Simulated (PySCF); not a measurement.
**Building multiplets from coupling constants**

Structure with atom numbers: `[O:1]=[C:2]([OH:3])[CH:4]([F:5])[F:6]`; H(Xn) means a hydrogen on atom n.

Theoretical values (PySCF): J couplings at B3LYP/pcJ-1, structure optimised with GFN2-xTB, shielding tensors at PBE0/pcSseg-1 (GIAO). In vacuum, averaged over atoms made equivalent by symmetry, fast rotation or ring inversion, non-relativistic Hamiltonian, one computed conformer.

Shifts are taken against calculated references (same method and geometry level): $^{19}$F (σref 170.95) vs CFCl3; $^{1}$H (σref 31.72) against TMS.

Spectrometer: 600 MHz for $^{1}$H. First-order analysis; couplings under 1 Hz (under 4 Hz in carbon signals) are ignored, and nearly equal couplings are merged; the smaller ones broaden or split the lines further.

Task: What pattern does F5/F6 show ($^{19}$F)?

Result: A doublet at δ -147.2: 58.6 Hz to H(C4) (1 × $^{1}$H, 2 bonds away). Lines in Hz from the centre (relative intensity): +29.3 (1), -29.3 (1). The outer lines are 58.6 Hz apart, the sum of the couplings kept, or 0.104 ppm at this field.

Task: What pattern does H(C4) show ($^{1}$H)?

Result: A triplet at δ 6.24: 58.6 Hz to F5/F6 (2 × $^{19}$F, 2 bonds away). Lines in Hz from the centre (relative intensity): +58.6 (1), +0.0 (2), -58.6 (1). The outer lines are 117.2 Hz apart, the sum of the couplings kept, or 0.195 ppm at this field.

The OH or NH signal is concentration- and solvent-dependent in practice; the value given is the gas-phase one.
